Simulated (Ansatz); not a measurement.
Reaction (substitution at a C–Si bond): `C[SiH2]Cl` + `CC(O)Cl` → `COC(C)Cl` + `[SiH3]Cl`

Isolated molecules relaxed with PBE0-D4/def2-TZVP in Ansatz; ΔE leaves out vibrations. CCSD(T)/CBS adds triple-zeta CCSD(T) − MP2 to the extrapolated MP2 energy (def2 sets, frozen cores). This one scheme is used for every species. DFT in def2-TZVPP. Each species was taken in one conformer, which may not be the lowest.

```csv
level,ΔE (kJ/mol)
PBE-D4,85.9
B97M-V,86.5
SCS-MP2/def2-QZVPP,84.4
HF/CBS(def2),76.3
```

(1) What does CCSD(T)/CBS give? (An estimate is asked.)

Largest T1 diagnostic among the species: 0.011.

Results:

(1) Ansatz gave: +86.6 kJ/mol. The listed levels differ from it by -0.7, -0.1, -2.2, -10.3 kJ/mol.

At CCSD(T), def2-SVP lies −20.0 kJ/mol from the extrapolated value and def2-TZVPP −3.3 kJ/mol. Leaving LDA and LC-ωPBE aside and taking each functional with its dispersion term where it has one, the values, not all of them listed here, spread over 10.9 kJ/mol, from BLYP-D4 to r2SCAN0-D4.
